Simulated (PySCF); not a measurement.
Gas-phase reaction: 2 SiH₂(NH₂)₂ = 2 NH₂ + 2 H₂SiNH + H₂

Energies from PySCF (xtb for GFN2), thermal terms from the rigid-rotor harmonic-oscillator model, ideal gas at 1 bar. † marks an energy on the PBE0/def2-TZVP geometry and frequencies; other levels use their own. CCSD(T) freezes the core. 6-31G* has spherical d functions here. Open shells (unrestricted): NH₂ (multiplicity 2); the rest are closed-shell singlets. GFN2 has no spin-polarisation term. No R ln 2 is added for the mirror-image form of SiH₂(NH₂)₂. SiH₂(NH₂)₂, H₂SiNH: computed as isolated molecules; such fragments, hydroxides, amides, oligomers or adducts are transient or little studied in the gas. CCSD(T) isn't extrapolated to the basis-set limit; its ΔH°(298 K) is 939.6 kJ in def2-SVP and 980.6 kJ in def2-TZVPP. The harmonic model lacks anharmonicity and excited electronic states, which grow with temperature; levels with a mode under 35 cm⁻¹ are left out. Internal rotation in SiH₂(NH₂)₂ is treated as a harmonic vibration of one conformer, which makes the entropy rough. Warning, large T1 diagnostic: H₂SiNH (CCSD(T)/def2-SVP†).

```csv
level,"ΔE electronic, kJ","ΔH°(298 K), kJ","ΔS°(298 K), J/K","ΔG°(1400 K), kJ"
CCSD(T)/def2-SVP†,1004,940,432,340
GFN2-xTB,1000,936,436,331
HF/6-31G*,938,870,434,264
HF/def2-TZVP†,953,888,432,289
PBE/def2-SVP,1037,973,435,371
PBE/def2-TZVP†,1027,962,432,362
PBE0/def2-QZVP†,1071,1006,432,407
PBE0/def2-SVP†,1080,1015,432,416
PBE0/def2-TZVP,1069,1004,432,405
r2SCAN/def2-TZVP†,1040,975,432,376
LDA/def2-TZVP†,1211,1146,432,547
```
ΔH° is lowest at HF/6-31G* and highest at LDA/def2-TZVP†. No reference value is set beside these.
